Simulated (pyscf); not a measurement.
## Four-centre exchange: H₃Si–SiH₃ (SMILES [SiH3][SiH3]) + HCl (SMILES Cl) → H₃Si–Cl (SMILES [SiH3]Cl) + SiH₄ (SMILES [SiH4])

Gas phase, singlet surface, charge 0. Bonds broken: Si1–Si2, Cl9–H10. Bonds formed: Si1–Cl9, Si2–H10. PySCF, gas phase, ωB97X-D3(BJ)/def2-SVP geometries. Correlated levels are frozen-core, on RHF or UHF. ΔMP2 is the change of the MP2 total energy from the triple- to the quadruple-zeta basis.

Transition state (Å):

```xyz
10

Si    -0.3300     0.6187    -0.5897
Si    -0.0878    -1.0408     1.3339
H      0.8701    -0.2452    -0.9071
H      0.2292     1.9715    -0.3959
H     -1.3077     0.2965    -1.6484
H      1.3042    -0.6508     1.6693
H     -0.1612    -2.2492     0.4756
H     -0.9187    -1.1929     2.5575
Cl    -2.3636     1.4816     0.7513
H     -1.1309     0.2615     0.8706
```

One imaginary mode, 1009i cm⁻¹; descent along it reached the two sides named.

```csv
bond,change,reactant side (Å),saddle,product side
Si1–Si2,breaks,2.336,2.552,4.2
Cl9–H10,breaks,1.284,1.739,3.1
Si1–Cl9,forms,3.6,2.584,2.075
Si2–H10,forms,3.5,1.732,1.489
```

Electronic energies relative to the separated reactants (kJ/mol):

```csv
level,barrier,reaction energy,reverse barrier
ωB97X-D3(BJ)/def2-TZVP,153.8,-86.6,240.4
PBE/def2-TZVP,129.4,-79.2,208.6
r²SCAN/def2-TZVP,134.2,-90.3,224.5
B3LYP-D3(BJ)/def2-TZVP,144.6,-92.3,236.8
PBE0-D3(BJ)/def2-TZVP,138.0,-82.2,220.3
M06-2X/def2-TZVP,149.4,-100.6,250.0
ωB97M-D3(BJ)/def2-TZVP,154.1,-97.1,251.2
HF/def2-TZVP,227.7,-112.7,340.4
MP2/def2-QZVPP,151.6,-99.7,251.3
CCSD/def2-TZVPP,182.6,-90.1,272.7
CCSD(T)/def2-TZVPP,170.9,-88.1,259.0
CCSD(T)/def2-TZVPP + ΔMP2(QZVPP),163.7,-89.7,253.3
```

With CCSD(T)/def2-TZVPP + ΔMP2(QZVPP) energies and thermal terms (ideal gas, 1 atm, RRHO with modes under 100 cm⁻¹ raised to 100, one conformer, R ln 2 for rigid chiral ones), in kJ/mol:

```json
[
 {"T (K)": "298", "ΔH‡": "161.9", "ΔG‡": "200.0", "ΔH": "-87.6", "ΔG": "-86.1"},
 {"T (K)": "600", "ΔH‡": "161.6", "ΔG‡": "238.9", "ΔH": "-91.4", "ΔG": "-83.0"},
 {"T (K)": "900", "ΔH‡": "162.9", "ΔG‡": "277.3", "ΔH": "-93.7", "ΔG": "-78.3"},
 {"T (K)": "1200", "ΔH‡": "164.5", "ΔG‡": "315.3", "ΔH": "-95.3", "ΔG": "-72.9"}
]
```

At the saddle there is also a short H–Si contact that neither side keeps. This is the saddle that the search found; another between the same sides may lie lower. The CCSD(T) − MP2 part came from Ansatz, without density fitting, on the same reference.
